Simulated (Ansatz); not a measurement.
## Phonon frequency of some elemental solids other than molecular ones, all diamond-structure

Method: PBE0 (PAW; Ansatz, a first-principles code). References are measured values at room or unstated temperature, uncorrected unless marked, so that the deviations hold thermal and zero-point effects besides the level's error. The table is a random draw of 14 from 15 values with such references.

Values in cm⁻¹.

```tsv
solid	reference	PBE0	deviation (%)
diamond (L LA)	1029	1091	+6.0
diamond (L LO)	1241	1298	+4.6
diamond (X TA)	807	807	0.0
diamond (L TO)	1206	1269	+5.2
diamond (L TA)	550 (547–564)	564	+2.5
diamond-structure Si (L LO)	420	421	+0.2
diamond-structure Si (L TA)	114	118	+3.5
diamond-structure Ge (L LO)	245	242	-1.2
diamond-structure Ge (L LA)	222	225	+1.4
diamond-structure Ge (L TO)	290	290	0.0
diamond-structure Si (X TA)	150	157	+4.7
diamond-structure Ge (L TA)	63	65	+3.2
diamond-structure Si (L LA)	378	389	+2.9
diamond-structure Si (L TO)	490	504	+2.9
```

Over these 14 values the mean deviation is +2.6 %, the mean absolute deviation 2.7 % (median 2.9 %), and the worst case diamond (L LA) at +6.0 %; the value is above the reference in 11 of 14 cases. Over all 15, from unrounded values, the mean deviation is +2.7 % and the mean absolute deviation 2.9 % (median 2.9 %).

Brackets give the range of the sources taken for a reference, where it is wide; it can hold other temperatures.

Differences are worked out from the printed values.

Each level is taken at its own relaxed cell. Ansatz's density-functional and Hartree–Fock values are scalar-relativistic unless marked +SOC, with PAW data made under PBE.

Not in this set, of the elemental solids other than molecular ones with a reference value in our tables and a result at some level: 20 for no value at PBE0 (not run, a failed fit, an unstable or unbound cell, or a value held back for tests); 4 for a reference of another kind, counted apart. These can be a level's best or worst cases. Solids without a released value at any level aren't counted. Layered and molecular crystals are counted apart. The metals Ce to Yb are counted apart.

References as tabulated in Yang et al. (2021), arXiv:2106.07201; Giannozzi et al., Phys. Rev. B (1991); arXiv:cond-mat/0412643.
